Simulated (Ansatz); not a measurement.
Relaxation of FH4NSi (7 atoms, charge 0, multiplicity 1), to a largest force component of 0.03 eV/Å in at most 50 steps.

All numbers below come from RKS CAM-B3LYP/def2-SVP (Ansatz 0.2.0).

```xyz
7
Properties=species:S:1:pos:R:3
Si 0.183 -0.074 0.040
F 0.082 0.173 1.616
H 1.617 -0.277 0.151
H -0.290 1.125 -0.687
N -0.681 -1.404 -0.570
H -0.471 -2.365 -0.329
H -1.580 -1.309 -1.026
```

Question: Where does it end, and by what steps?

Answer: The forces met the threshold. After 4 steps the energy has fallen by 0.226 eV; F2 moved furthest, 0.22 Å.

| step | energy less start (eV) | largest force component (eV/Å) | accepted |
| --- | --- | --- | --- |
| 0 | 0.0000 | 1.308 | yes |
| 1 | -0.2031 | 0.218 | yes |
| 2 | -0.0900 | 1.283 | no |
| 3 | -0.2076 | 0.978 | yes |
| 4 | -0.2256 | 0.022 | yes |

```xyz
7
Properties=species:S:1:pos:R:3
Si 0.200 -0.071 0.069
F -0.134 0.209 1.637
H 1.653 -0.356 0.010
H -0.206 1.150 -0.665
N -0.647 -1.394 -0.591
H -0.394 -2.354 -0.381
H -1.614 -1.314 -0.885
```

Whether the end is a true minimum wasn't checked by a vibrational analysis.

Run time: 6.9 s on 1 thread of Intel(R) Xeon(R) Platinum 8488C (Sapphire Rapids), with other jobs on the host, peak memory 0.16 GiB.
